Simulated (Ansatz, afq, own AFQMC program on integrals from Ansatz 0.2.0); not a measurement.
AFQMC on a folder of integrals that Ansatz 0.2.0 wrote.

```yaml
crystal:
  periodic: [false, false, false]
  atoms:
    - {symbol: Br, position_ang: [0.000000, 0.000000, 0.000000]}
basis:
  gaussian: {orbitals: cc-pVDZ}
total_charge: 1
magnetization: {spin_polarized: false}
correlation: {method: ccsd_t, electrons: outside_noble_gas, hamiltonian_folder: ham}
```

```sh
$ ansatz run in.yaml --threads 1 --pin off --events-out ev --progress --plain --max-ram 16896MiB --backend cuda --devices 0, --max-vram 18GiB
```

Options of the walk:

```
--method phaseless --trial cisd --walkers 4000 --populations 20 --least-time 60 --time-step 0.005 --steps-per-block 50 --equilibration-blocks 28 --max-blocks 4000 --target-error 0.00015 --factor-cut 1e-05 --seed 7221 --release-times 0.24,0.51,0.99,1.62,2.4 --release-step 0.03 --release-every 3 --taylor-order 6
```

Times are imaginary, in 1/Eh. The walk had a cap of 122 s. With eight or more populations the least sampling time is a fifth of least-time, and the error comes from their spread. Filled inner d shells are frozen with the cores.

Output of the walk:

```
orbitals 13  electrons 3 3  factors 69 of 193
reference energy -2571.88158116 Eh
CCSD correlation -0.11663604 Eh in 11 cycles, weight of the determinant in the CISD state 0.7955
energy of the start -2571.998213 Eh
 block  time / (1/Eh)  mean weight  energy / Eh
     1     0.250  0.9998  -2571.997429
     2     0.500  1.0000  -2571.997690
     3     0.750  1.0000  -2571.998144
     4     1.000  1.0000  -2571.998624
     5     1.250  0.9999  -2571.999071
    12     3.000  1.0000  -2571.999995
    19     4.750  1.0002  -2572.001022
    21     5.250  1.0002  -2572.000724
    26     6.500  0.9999  -2572.001453
    33     8.250  1.0000  -2572.002054
    40    10.000  1.0001  -2572.003180
    47    11.750  0.9996  -2572.004308
    54    13.500  0.9994  -2572.005007
    61    15.250  0.9997  -2572.005263
    68    17.000  1.0001  -2572.005396
    74    18.500  0.9999  -2572.006692
    75    18.750  1.0003  -2572.005659
    78    19.500  1.0000  -2572.005385
error from the spread of 20 populations
released: time / (1/Eh)  energy / Eh  error  mean overlap
  0.24  -2572.004655  0.000147  0.9991
  0.51  -2572.004910  0.000162  1.0000
  0.99  -2572.005133  0.000159  1.0033
  1.62  -2572.005107  0.000166  1.0031
  2.40  -2572.005277  0.000217  1.0009
energy -2572.004356 +/- 0.000146 Eh
(rows thinned)
```

The run failed at least one of its tests; the cautions name the faults. The second half of the sampling lies below the first by 8.0 errors of their difference, so the energy may still be moving and its error bar be too small.

Against this walk (error 4.0 meV) on the same determinant: CCSD(T) 27.8 meV higher, CCSDT(Q) 65.1 meV lower, CCSDTQ 70.0 meV lower, full CI 70.2 meV lower. The error is statistical and leaves out the bias of the constraint. Released to 2.40 1/Eh the energy lies 25 ± 7 meV (both errors) below the phaseless value, which shows part or all of the bias of the constraint, and full CI lies 45.1 meV below the released value. Full CI is exact here, so the walk's 70 meV above it is the walk's own error: the bias of the constraint with this trial, or a walk that hasn't relaxed. The determinant is a poor start (see the cautions), so the low cluster orders aren't to be relied on, and full CI is the sure value.

Cautions: constraint bias not in the error; halves of the run differ; no relativity below Rb; no spin-orbit coupling; inner d shell frozen; another spin lies lower (by 1.46 eV); restricted determinant unstable towards unrestricted (UHF 1.84 eV lower, ⟨S²⟩ 1.02); strong correlation (T1 0.007, weight of the determinant 0.80, largest double 0.31); the determinant fills the p orbitals unequally in pairs, so it mixes two states of the atom (¹D and ¹S), and each level undoes that mixture to a different degree, while full CI gives the lower state; CCSDTQ on the UHF determinant differs (1.45 eV lower), perhaps since the unrestricted series falls towards higher spin.

The walk took 12 s on 1 × NVIDIA H100 80GB HBM3 with 2 threads of AMD EPYC 7R13 Processor (Zen 3) (shared host) (the card was shared). The log's last line is the phaseless energy.

CCSDT and higher add their correlation energy to the determinant of the CCSD(T) run, since their own runs factorise the integrals more tightly (a shift of under 2 meV).
